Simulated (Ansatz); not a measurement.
System: tetradymite Bi2Se3. Method: LDA (Ansatz, a quantum-chemistry and plane-wave program, PAW).

Numerical settings: plane-wave cutoff 500 eV, 10×10×10 k mesh, Fermi–Dirac smearing 0.05 eV, scalar-relativistic PAW data made under PBE.

Computed at the level's own relaxed cell.

Question: Predict the volume per atom, lattice parameter a and c axis length.

Answer: 
- volume per atom: 27.15 Å³/atom
- lattice parameter a: 4.104 Å
- c axis length: 27.924 Å

Measured, for comparison: lattice constant a 4.143 Å, lattice parameter c 28.636 Å (temperature not stated, no zero-point or thermal correction; as tabulated in Luo et al. (2012), arXiv:1308.1523). Computed (rounded) less measured: lattice constant a -0.9 %, lattice parameter c -2.5 %. A static lattice is as a rule a little smaller and stiffer than an uncorrected measurement, which narrows the difference in the lattice constant a and would widen misses of the other sign.

Spin–orbit coupling is not included; it can shift volumes and moduli of such heavy elements.

The computed numbers hold no vibrational or temperature effects.

Computing time: very roughly 7 core-minutes.
